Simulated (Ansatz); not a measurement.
Program: Ansatz. Geometries: PBE0-D4/def2-TZVP. ΔE: electronic, gas phase. CCSD(T)/CBS is the MP2 limit (def2-TZVPP, def2-QZVPP) plus CCSD(T) − MP2 in def2-TZVPP, frozen cores. This one scheme is used for every species. DFT in def2-TZVPP. HSE06 is defined as in plane-wave codes.

Reaction (ligand exchange at the Al–O bond): `[AlH2][O][SiH3]` + `C=N` → `C=[N][AlH2]` + silanol

`[AlH2][O][SiH3]`:

Cartesian coordinates in Å:
```
Al -1.167 -1.441 0.239
O -0.105 -0.155 0.027
Si 0.897 1.105 -0.182
H -1.003 -2.332 1.532
H -2.266 -1.684 -0.869
H 2.095 0.676 -0.952
H 1.338 1.639 1.134
H 0.211 2.192 -0.930
```

`C=N`:

```xyz
5

C    -0.294    0.143   -0.213
N     0.522    0.194    0.747
H    -0.350   -0.671   -0.946
H    -1.005    0.961   -0.344
H     1.127   -0.628    0.755
```

`C=[N][AlH2]`:

Cartesian coordinates in Å:
```
C -0.617 -0.390 -1.306
N -0.104 -0.067 -0.222
Al 0.617 0.389 1.304
H -0.514 -1.399 -1.733
H -1.210 0.313 -1.912
H -0.252 0.173 2.606
H 2.080 0.982 1.263
```

`O[SiH3]`:

```xyz
6

O    -0.432    0.330   -1.160
Si    0.255    0.008    0.302
H    -1.258   -0.106   -1.373
H    -0.641    0.395    1.427
H     1.499    0.809    0.352
H     0.577   -1.437    0.452
```

(1) Is it downhill or uphill in electronic energy at CCSD(T)/CBS, and by how much? (Best estimate.)

(2) What do these levels give: BLYP-D4, B97M-V, HSE06-D4, CAM-B3LYP-D4, PBE, r2SCAN0, CAM-B3LYP, HF/def2-SVP, MP2/def2-SVP, CCSD(T)/def2-SVP, SCS-MP2/def2-QZVPP, CCSD/CBS(def2)? (An estimate is asked.)

Largest T1 diagnostic among the species: 0.015.

Answers

(1) Ansatz gave: Uphill: ΔE = +85.4 kJ/mol.

(2) Ansatz gave: BLYP-D4 74.8, B97M-V 79.3, HSE06-D4 75.8, CAM-B3LYP-D4 82.7, PBE 69.0, r2SCAN0 80.5, CAM-B3LYP 82.0, HF/def2-SVP 94.6, MP2/def2-SVP 87.7, CCSD(T)/def2-SVP 88.0, SCS-MP2/def2-QZVPP 87.7, CCSD/CBS(def2) 87.4 kJ/mol.

From PBE to PBE0 (25 % exact exchange), in def2-TZVPP and without D4, ΔE moves by +6.6 kJ/mol. In def2-TZVPP, CCSD(T) changes the Hartree–Fock value by −8.3 kJ/mol (the triples alone add −2.0 kJ/mol) and MP2 by −9.7 kJ/mol. Leaving LDA and LC-ωPBE aside and taking each functional with its dispersion term where it has one, the values, not all of them listed here, spread over 17.7 kJ/mol, from PBE-D4 to BHLYP-D4. LDA lies −5.5 kJ/mol from PBE without D4.
